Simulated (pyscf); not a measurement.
Cl–SiH₂–Cl + Cl• → Cl–Si:–Cl [singlet] + HCl + H•, gas phase, doublet surface. PySCF, gas phase, ωB97X-D3(BJ)/def2-SVP geometries. Correlated levels are frozen-core, on RHF or UHF. ΔMP2 is the change of the MP2 total energy from the triple- to the quadruple-zeta basis. ΔG in kcal/mol from CCSD(T)/def2-TZVPP + ΔMP2(QZVPP) energies (ideal gas, 1 atm, RRHO with modes under 100 cm⁻¹ raised to 100, one conformer, R ln 2 for chiral ones without a mode under 150 cm⁻¹).

| T (K) | ΔG |
|---|---|
| 298 | +27.3 |
| 600 | ? |
| 900 | +6.7 |
| 1200 | -3.6 |

### Question
Fit a line to the three values, predict ΔG at 600 K, and estimate where the reaction turns favourable at 1 atm of each gas.

### Answer
Least squares gives ΔG = +37.5 − 34.3 × T/1000 K, so ΔS is about +144 J/(mol K) and ΔH about +37.5 kcal/mol over this range (ΔH at 298 K: +37.1). At 600 K the line gives +16.9; the computed value is +17.0. ΔG = 0 falls near 1090 K; 1 kcal/mol in the energy moves that by 29 K. This is thermodynamics alone and says nothing of the barrier. The CCSD(T) − MP2 part came from Ansatz, without density fitting, on the same reference. Left out: orbital degeneracy and the spin-orbit lowering of Cl.
